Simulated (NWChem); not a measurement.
Species: LiF; SMILES [Li][F]

Computed with NWChem. Coordinates come from a PBE0-D3(BJ)/def2-TZVP optimisation.

Diagonal of the polarisability tensor at Hartree-Fock/Sadlej pVTZ, static: 7.59, 7.59, 7.12 bohr³.

Task: Find the mean polarisability volume, the molar refraction, and the refractive index that an ideal gas of it would have at 273.15 K and 1 atm.

Result: 
1. Mean: one third of the trace = 7.43 bohr³ × 0.14818 Å³/bohr³ = 1.10 Å³.
2. Molar refraction (Lorentz-Lorenz): (4π/3) N_A α = 2.8 cm³/mol.
3. Number density p/kT = 2.687 × 10⁻⁵ Å⁻³; n − 1 = 2π N α = 1.86 × 10⁻⁴.
4. These hold the electronic response alone: vibrational and orientational terms add to the static dielectric constant.
